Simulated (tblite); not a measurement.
Isomers of C4H4O2. Method: GFN2-xTB as coded in tblite; computed harmonic values from a numerical Hessian at the method's own geometry, unscaled. This tight-binding method is rough: wavenumbers can miss measured ones by several per cent, in bad cases by 10 to 20. One conformer each.

Electronic energies: GFN2-xTB at the same geometries; isomer energies are rough at this level and their order can be wrong.

```
     SMILES  electronic energy, lowest = 0 (kJ/mol)
  COc1cc1=O                                   221.3
C=C(C=O)C=O                                   186.7
   Oc1ccco1                                     0.0
```

Task: How do GFN2-xTB zero-point energies change the relative energies?

Result: 
| SMILES | ZPE (kJ/mol) | of it from modes above 1550 cm⁻¹ | electronic (kJ/mol) | with ZPE, lowest = 0 (kJ/mol) | lowest mode (cm⁻¹) | rings |
| --- | --- | --- | --- | --- | --- | --- |
| Oc1ccco1 | 188.9 | 88.1 | 0.0 | 0.0 | 294 | 1 |
| C=C(C=O)C=O | 178.1 | 101.5 | 186.7 | 175.9 | 86 | 0 |
| COc1cc1=O | 181.3 | 95.5 | 221.3 | 213.8 | 4 | 1 |

The zero-point energies span 10.8 kJ/mol, from `C=C(C=O)C=O` to `Oc1ccco1`. The order is unchanged.
